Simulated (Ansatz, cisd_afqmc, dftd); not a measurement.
System: N2H4, charge 0, singlet. N2H4 (hydrazine, SMILES NN).
B3LYP-D3(BJ)/def2-TZVP minimum from Ansatz (a first-principles code):
```xyz
6

N     -0.0129     0.7139    -0.0827
N      0.0114    -0.7158    -0.0646
H      0.2269     1.1174     0.8176
H     -0.9512     1.0064    -0.3221
H     -0.2103    -1.0959     0.8505
H      0.9449    -1.0146    -0.3149
```
Charge 0, spin multiplicity 1.

Wanted: atomisation energy (electronic, to ground-state atoms), in kJ/mol. UHF or UKS for unpaired electrons; spin-orbit terms are left out. Cores are frozen in correlated methods. Rows without X2C or -DK are non-relativistic. AFQMC is phaseless with a CISD trial state; ± is one standard error, without the phaseless bias. Outlying blocks are dropped, and bars are widened where a walk drifts. Over all cases where full CI ran beside it in this data, AFQMC minus full CI had a median of +0.1 mEh and passed +0.4 mEh in a tenth of the cases. CBS(X,Y): correlation extrapolated as X^-3, Hartree-Fock from the larger set (Q,5: extrapolated as (X+1)exp(-9√X)). A bracket is a step between two methods taken in the basis named. Functionals run without relativity, which enters their misses. 'core' is core correlation in cc-pwCVTZ, 'X2C' scalar relativity in cc-pVTZ-DK, both at CCSD(T). For partners of very few electrons the exact lower level stands in for a higher one.

| level | program | atomisation energy (kJ/mol) | difference against the last row |
|---|---|---|---|
| r2SCAN-D4/def2-TZVPD | Ansatz + dftd4 | 1804.8 | -28.9 |
| B3LYP-D3(BJ)/def2-TZVPD | Ansatz + dftd3 | 1858.3 | 24.6 |
| r2SCANh/def2-TZVPD | Ansatz | 1786.8 | -46.9 |
| CCSD/cc-pVQZ | Ansatz | 1768.3 | -65.4 |
| CCSDT(Q)/cc-pVDZ | Ansatz | 1618.3 | -215.4 |
| CCSDT(Q)/cc-pVTZ | Ansatz | 1758.9 | -74.8 |
| AFQMC/CISD/cc-pVDZ | cisd_afqmc | 1618.0 ± 0.9 | -215.7 |
| CCSD(T)/CBS(cc-pVQZ,cc-pV5Z) + [CCSDT(Q) - CCSD(T)]/cc-pVTZ + core + X2C | Ansatz | 1833.7 | 0.0 |
